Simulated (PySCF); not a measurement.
An unknown gives this computed stick spectrum. Theory: TDDFT CAM-B3LYP/def2-SVPD, vertical, gas phase, core orbitals frozen in the response in PySCF 2.14.0, density-fitted response routines. Geometries: GFN2-xTB, one conformer each.

| state | ν̃ (cm⁻¹) | f | main configurations (H = HOMO, L = LUMO) |
| --- | --- | --- | --- |
| S1 | 46050 | 0.741 | H→L (97%) |
| S2 | 49260 | 0.0029 | H→L+1 (81%), H→L+3 (11%) |
| S3 | 50300 | 0.0000 | H→L+2 (94%) |
| S4 | 53700 | 0.031 | H→L+3 (77%) |
| S5 | 56260 | 0.0058 | H→L+5 (96%) |
| S6 | 57900 | 0.0036 | H→L+4 (83%) |
| S7 | 61570 | 0.019 | H→L+6 (85%) |
| S8 | 63450 | 0.0010 | H→L+8 (88%) |

Question: Which structure fits? All have the formula C5H8O.
A. `C=C(C=O)CC`
B. `O=C1CCCC1`
C. `CO[C@@H]1[C@@H]2C[C@@H]21`
D. `C/C=C1\C[C@H]1O`
E. `C=C/C=C/OC`

Answer: E. Its S1 lies at 5.71 eV; the nearest of the others has S1 at 5.96 eV. S1 is HOMO→LUMO (97%). Löwdin shares by element: HOMO carbon 60% or more, oxygen 16% (atoms not listed hold the other 24%); LUMO carbon 76% or more (atoms not listed hold the other 24%). At the same level the other candidates give, for their lowest levels:
- `CO[C@@H]1[C@@H]2C[C@@H]21`: 7.31 eV (f 0.015); 7.57 eV (f 0.005); 7.85 eV (f 0.035); 7.91 eV (f 0.043); 8.12 eV (f 0.002); T1 7.08 eV; HOMO -8.75, LUMO 1.50 eV
- `O=C1CCCC1`: 4.31 eV (f 0.000); 6.92 eV (f 0.020); 7.82 eV (f 0.011); 7.96 eV (f 0.001); 7.99 eV (f 0.021); T1 3.79 eV; HOMO -8.54, LUMO 0.60 eV
- `C=C(C=O)CC`: 3.86 eV (f 0.000); 6.06 eV (f 0.317); 7.00 eV (f 0.001); 7.33 eV (f 0.000); 7.54 eV (f 0.028); T1 3.33 eV; HOMO -9.07, LUMO -0.70 eV
- `C/C=C1\C[C@H]1O`: 5.96 eV (f 0.017); 6.64 eV (f 0.037); 6.82 eV (f 0.049); 7.03 eV (f 0.117); 7.24 eV (f 0.305); T1 4.32 eV; HOMO -8.50, LUMO 0.99 eV

The values belong to the conformer `[CH2:1]=[CH:2]/[CH:3]=[CH:4]/[O:5][CH3:6]`: C1–C2–C3–C4 180°, C3–C4–O5–C6 0°.
Triplets come from the Tamm–Dancoff approximation.
